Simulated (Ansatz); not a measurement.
`C[Si]F` + H₂O → `C[Si]O` + H–F at 400 K and 1 bar (formal hydrolysis of the Si–F bond).

Calculated with Ansatz (gas phase, PBE0-D4/def2-TZVP geometries, no zero-point term in ΔE). CCSD(T)/CBS is extrapolated from def2-TZVPP and def2-QZVPP, frozen cores. Each species was taken in one conformer, which may not be the lowest.

```
 species  CCSD(T)/CBS energy (Eh)  H − E (kJ/mol)  S (J/(mol·K))
`C[Si]F`               -428.74117           120.0          307.1
     H₂O                -76.37685            69.8          198.6
`C[Si]O`               -404.71104           153.0          313.4
     H–F               -100.39431            36.5          182.2
```

H − E and S are ideal-gas, rigid-rotor, harmonic terms from PBE0-D4/def2-TZVP, for one conformer and one mirror image of each species. 1 Eh = 2625.50 kJ/mol, R = 8.31446 J/(mol·K).

Problem. By hand: ΔE, ΔH, ΔS and ΔG.

Solution. ΔE = (-404.71104) + (-100.39431) − (-428.74117) − (-76.37685) = 0.01267 Eh = 33.3 kJ/mol. Δ(H − E) = 153.0 + 36.5 − 120.0 − 69.8 = -0.3, so ΔH = 33.0 kJ/mol. ΔS = 313.4 + 182.2 − 307.1 − 198.6 = -10.1 J/(mol·K). ΔG = 33.0 − 400 × (-10.1)/1000 = 37.0 kJ/mol.

Problem. By hand: the equilibrium constant, and the temperature at which ΔG would vanish if ΔH and ΔS stayed fixed.

Solution. log₁₀ K = −ΔG/(RT ln 10) = -4.8. ΔH and −TΔS have one sign here, so there is no such temperature.

The number of gas molecules stays the same, so ΔS is small and ΔH decides. A doubt of 5 kJ/mol in ΔE shifts log₁₀ K by 0.7 here. Other conformers and mirror images would add mixing entropy, several J/(mol·K) or more a flexible species. These are equilibria of isolated gas molecules and say nothing of rates. Largest T1 diagnostic: 0.014 (customary marks: 0.02 for closed shells, 0.045 for open ones).

ΔS is within the doubt of such terms, so its sign, and with it that verdict, could turn.
